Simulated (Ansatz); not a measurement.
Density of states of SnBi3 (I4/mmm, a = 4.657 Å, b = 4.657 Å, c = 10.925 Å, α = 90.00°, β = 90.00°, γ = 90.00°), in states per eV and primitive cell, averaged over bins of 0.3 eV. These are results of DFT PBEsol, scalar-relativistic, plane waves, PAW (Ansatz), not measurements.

Settings: cutoff 420 eV, Γ-centred mesh 12×12×12 on the computed 4-atom cell, Gaussian smearing of 0.10 eV; no spin polarisation.

The cell is relaxed at this level. The states (both spins) are summed by tetrahedra on a 18×18×18 mesh at the self-consistent density. Energies are bin centres; the table starts no lower than −8 eV and ends at 6 eV, or lower where the solved bands end.

It is a metal at this level.

```
E − E_F (eV) total Bi 6p Sn 5p Sn 5s Bi 6s
       -7.50   2.24   0.62   0.01   1.40   0.20
       -7.20   2.43   0.57   0.02   1.61   0.22
       -6.90   0.98   0.21   0.01   0.64   0.12
       -6.60   0.55   0.10   0.01   0.36   0.08
       -6.30   0.34   0.05   0.01   0.23   0.06
       -6.00   0.11   0.01   0.00   0.08   0.02
       -5.70   0.00   0.00   0.00   0.00   0.00
       -5.40   0.06   0.06   0.01   0.00   0.00
       -5.10   0.41   0.34   0.06   0.00   0.01
       -4.80   0.96   0.76   0.17   0.01   0.02
       -4.50   1.41   1.10   0.24   0.02   0.04
       -4.20   1.74   1.34   0.29   0.04   0.06
       -3.90   2.41   1.82   0.43   0.06   0.09
       -3.60   3.21   2.40   0.57   0.09   0.13
       -3.30   3.18   2.31   0.58   0.11   0.16
       -3.00   2.54   1.76   0.48   0.11   0.17
       -2.70   1.96   1.29   0.37   0.11   0.16
       -2.40   1.89   1.27   0.33   0.12   0.14
       -2.10   2.06   1.42   0.36   0.12   0.13
       -1.80   2.16   1.53   0.36   0.11   0.12
       -1.50   2.22   1.57   0.37   0.11   0.13
       -1.20   2.21   1.60   0.36   0.09   0.11
       -0.90   2.29   1.68   0.36   0.09   0.10
       -0.60   2.13   1.55   0.36   0.08   0.08
       -0.30   2.47   1.75   0.45   0.11   0.09
        0.00   2.65   1.89   0.48   0.09   0.08
        0.30   2.65   1.98   0.42   0.07   0.07
        0.60   2.86   2.11   0.49   0.05   0.07
        0.90   2.89   2.04   0.59   0.04   0.07
        1.20   2.85   1.83   0.77   0.04   0.07
        1.50   3.11   1.92   0.92   0.03   0.06
        1.80   3.12   1.99   0.87   0.03   0.05
        2.10   3.08   2.00   0.84   0.03   0.05
        2.40   3.02   1.93   0.86   0.03   0.04
        2.70   2.65   1.68   0.76   0.03   0.03
        3.00   2.33   1.46   0.68   0.02   0.03
        3.30   2.11   1.29   0.64   0.02   0.02
        3.60   1.86   1.13   0.57   0.01   0.02
        3.90   1.87   1.11   0.58   0.01   0.02
        4.20   1.78   1.01   0.49   0.01   0.02
        4.50   1.78   0.93   0.44   0.01   0.01
```

The columns after the total are the Löwdin projections on the occupied valence shells of the potentials. The rest of the total lies in shells that are empty in the free atom, which aren't projected, and between the atoms.

Spin-orbit coupling is left out, which matters for the bands of heavy elements.

Whether SnBi3 exists in this form wasn't checked.